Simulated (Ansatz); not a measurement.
Geometry optimisation, RKS B3LYP-D4/def2-SVPD in Ansatz.

The input (input.yaml):

```yaml
crystal:
  periodic: [false, false, false]
  atoms:
    - { symbol: Al, position_ang: [0.0, 0.0, 0.0] }
    - { symbol: F, position_ang: [0.0, 0.0, 2.04] }
    - { symbol: H, position_ang: [1.351, 0.0, -0.78] }
    - { symbol: H, position_ang: [-1.351, 0.0, -0.78] }
    - { symbol: H, position_ang: [0.0777, -1.7634, 0.5865] }
    - { symbol: H, position_ang: [0.0582, -1.3201, 1.5347] }
basis:
  gaussian: { orbitals: def2-SVPD }
hamiltonian:
  xc: b3lyp
  dispersion: d4
relax:
  f_tol: 0.15
  max_steps: 25
  restrain:
    - { distance: [0, 4], at: 1.56, k: 30.0 }
    - { distance: [5, 1], at: 0.92, k: 30.0 }
    - { distance: [0, 1], at: 2.89, k: 30.0 }
    - { distance: [5, 4], at: 1.86, k: 30.0 }
output:
  orbitals: {}
```

Launched with:

```bash
$ ansatz run input.yaml --threads 1 --pin off --max-ram 2048MiB --backend cpu --events-out ev --progress --plain --runs-dir out
```

Where does it end, and by what steps?

It converged. The restraints hold the end off the free minimum. After 6 steps the energy has fallen by 0.157 eV (the restraints' own energy left out); Al1 moved furthest, 0.62 Å. Parted: Al1–F2 (2.04 → 2.89 Å). Joined: F2–H6 (1.41 → 0.93 Å).

```csv
step,energy less start (eV),largest force component (eV/Å),accepted
0,0.0000,2.443,yes
1,0.6286,2.015,yes
2,0.2992,2.122,yes
3,0.0309,2.020,yes
4,-0.1118,0.706,yes
5,-0.1321,0.436,yes
6,-0.1567,0.354,yes
```

```xyz
6
Properties=species:S:1:pos:R:3
Al 0.030 -0.428 -0.454
F 0.009 -0.197 2.422
H 1.394 0.205 -0.940
H -1.375 0.170 -0.857
H 0.072 -1.775 0.359
H 0.005 -1.058 2.071
```

Time of the run: 16 s on 1 thread of Arm Neoverse V1, with other jobs on the host, peak memory 0.11 GiB.
